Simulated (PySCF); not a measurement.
H₇PSi₂.
Z-matrix (Å and degrees, PBE0-D3(BJ)/def2-SVP geometry), rows numbered from 1:
```
Si
P   1  2.2634
Si  2  2.2631  1   96.39
H   1  1.4937  2  107.37  3   -72.64
H   1  1.4936  2  108.66  3   169.38
H   1  1.4959  2  113.60  3    47.79
H   2  1.4309  1   94.82  3   -95.54
H   3  1.4938  2  107.25  1    71.99
H   3  1.4957  2  113.69  1   -48.44
H   3  1.4935  2  108.65  1  -170.16
```

All values: B3LYP/def2-SVPD (PySCF, non-relativistic), on one gas-phase PBE0-D3(BJ)/def2-SVP geometry that isn't relaxed in the solvent. The solvent is an IEF-PCM continuum (van der Waals radii × 1.2), and excitations are vertical TDDFT with non-equilibrium linear response and a frozen core. The model holds no explicit solvent molecules, cavitation or dispersion.

Gas-phase singlets (H = HOMO, L = LUMO):

```tsv
state	E (eV)	λ (nm)	f	leading configurations
S1	6.052	205	0.025	H→L 90%, H→L+1 9%
S2	6.079	204	0.032	H→L+1 72%, H→L+3 15%, H→L 9%
S3	6.341	196	0.066	H→L+2 89%
S4	6.423	193	0.044	H→L+3 80%, H→L+1 13%
S5	6.780	183	0.006	H→L+4 92%
```

Task: How does the list change in cyclohexane (ε = 2.017)?

Result: 
```tsv
state	E (eV)	λ (nm)	f	leading configurations	change by rank (eV)
S1	6.057	205	0.074	H→L 98%	+0.005
S2	6.087	204	0.025	H→L+1 86%, H→L+3 10%	+0.008
S3	6.305	197	0.113	H→L+2 92%	-0.036
S4	6.402	194	0.058	H→L+3 86%, H→L+1 9%	-0.021
S5	6.796	182	0.008	H→L+4 95%	+0.016
```

Task: How does the list change in benzene (ε = 2.271)?

Result: 
| state | E (eV) | λ (nm) | f | leading configurations | change by rank (eV) |
| --- | --- | --- | --- | --- | --- |
| S1 | 6.057 | 205 | 0.083 | H→L 98% | +0.005 |
| S2 | 6.089 | 204 | 0.023 | H→L+1 87%, H→L+3 9% | +0.010 |
| S3 | 6.301 | 197 | 0.121 | H→L+2 93% | -0.040 |
| S4 | 6.400 | 194 | 0.060 | H→L+3 87%, H→L+1 8% | -0.023 |
| S5 | 6.799 | 182 | 0.008 | H→L+4 95% | +0.019 |

Task: The ground-state energy changes by -0.016 eV from gas to benzene. By how much does the total energy of gas-phase S3 change?

Result: E(S3) = E(S0) + excitation energy, so it changes by -0.016 − 0.040 = -0.056 eV: it is lowered more than the ground state, which is what a red shift means. This is the vertical state, with the slow part of the continuum still set for S0.

Task: How do the frontier levels move from gas to benzene?

Result: 
```csv
orbital,gas (eV),solvent (eV),change (eV),"Löwdin shares, gas","Löwdin shares, solvent"
LUMO+2,-0.14,-0.06,+0.08,"P2 31 %, Si1 20 %, Si3 20 %, H6 7 %","P2 31 %, Si1 21 %, Si3 19 %, H6 7 %"
LUMO+1,-0.20,-0.10,+0.10,"P2 32 %, Si3 17 %, Si1 16 %, H7 10 %","P2 31 %, Si3 18 %, Si1 17 %, H7 12 %"
LUMO,-0.25,-0.15,+0.10,"Si3 20 %, Si1 20 %, P2 20 %, H7 9 %","P2 21 %, Si3 20 %, Si1 20 %, H10 6 %"
HOMO,-7.25,-7.19,+0.06,"P2 63 %, Si1 11 %, Si3 11 %, H7 6 %","P2 63 %, Si3 11 %, Si1 11 %, H7 6 %"
HOMO-1,-8.42,-8.33,+0.09,"P2 36 %, Si1 20 %, Si3 20 %, H10 9 %","P2 36 %, Si1 20 %, Si3 20 %, H10 9 %"
HOMO-2,-9.26,-9.16,+0.10,"P2 22 %, Si3 16 %, Si1 16 %, H7 14 %","P2 22 %, Si3 16 %, Si1 15 %, H7 14 %"
HOMO-3,-9.59,-9.50,+0.09,"Si1 22 %, Si3 22 %, H9 15 %, H6 15 %","Si1 22 %, Si3 22 %, H9 14 %, H6 14 %"
```

The HOMO–LUMO gap goes from 7.00 to 7.03 eV.

Cost: about 16 s of CPU time on one thread; the machine was shared, so the figure is rough. This is the whole response run at B3LYP/def2-SVPD in benzene, SCF included.
